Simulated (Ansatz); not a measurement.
# GeH4⁺, doublet: stretch scan

Starting geometry (PBE0/def2-TZVP stationary point for this spin, not checked as a minimum):

```yaml
atoms:
  - { symbol: Ge, position_ang: [0.0000, 0.0000, 0.0000] }
  - { symbol: H, position_ang: [0.5613, 1.0339, 1.0326] }
  - { symbol: H, position_ang: [-0.5699, -1.0297, 1.0321] }
  - { symbol: H, position_ang: [-0.5592, 1.0308, -1.0368] }
  - { symbol: H, position_ang: [0.5678, -1.0351, -1.0279] }
```

From there H3 moves along the line of the two atoms named below, all else staying in place; atoms are numbered as listed. Energies are in eV, counted from the starting geometry at the same level. Kohn–Sham curves are unrestricted where that lies lower.

Basis 6-31G (Cartesian d functions); Ansatz 0.2.0. Correlated methods freeze the noble-gas cores and the filled d shells of p-block atoms. No spin–orbit coupling is included, and no scalar relativity.

In so small a basis the reference is far from its limit while semilocal and hybrid functionals are nearer theirs (RPA and double hybrids share much of the reference's basis error), so the functionals' errors here hold much of the reference's basis and frozen-core error, which can add to them or hide them.

Full CI is exact within this basis and frozen core; it isn't the basis-set limit.

```csv
distance Ge1-H3 (Å),full CI,PBE,r2SCAN,PBE0,B3LYP,r2SCAN0,CAM-B3LYP,wB97M-V,B2PLYP,RPA-PBE
1.224,1.553,1.429,1.358,1.396,1.400,1.345,1.359,1.356,1.424,1.602
1.399,0.312,0.268,0.232,0.245,0.251,0.221,0.229,0.224,0.255,0.334
1.565,0.000,0.000,0.000,0.000,0.000,0.000,0.000,0.000,0.000,0.000
1.735,0.055,0.106,0.134,0.128,0.117,0.142,0.135,0.144,0.112,0.053
1.864,0.179,0.290,0.327,0.316,0.298,0.323,0.318,0.333,0.276,0.202
2.142,0.404,0.696,0.707,0.671,0.669,0.666,0.664,0.659,0.569,0.531
2.554,0.549,1.006,1.065,0.942,0.972,1.001,0.953,0.895,0.792,0.711
2.905,0.601,1.145,1.237,1.080,1.114,1.166,1.100,1.023,0.903,0.793
3.372,0.640,1.267,1.375,1.200,1.237,1.299,1.226,1.134,0.995,0.872
4.297,0.675,1.372,1.494,1.312,1.354,1.411,1.335,1.238,1.070,0.880
5.255,0.686,1.375,1.506,1.346,1.383,1.438,1.361,1.271,1.089,0.703
```

r2SCAN at 5.255 Å lies 0.820 eV (120 %) above the reference in this basis. PBE at 5.255 Å lies 0.689 eV (101 %) above the reference in this basis. B2PLYP at 5.255 Å lies 0.403 eV (59 %) above the reference in this basis. CAM-B3LYP at 5.255 Å lies 0.676 eV (99 %) above the reference in this basis.
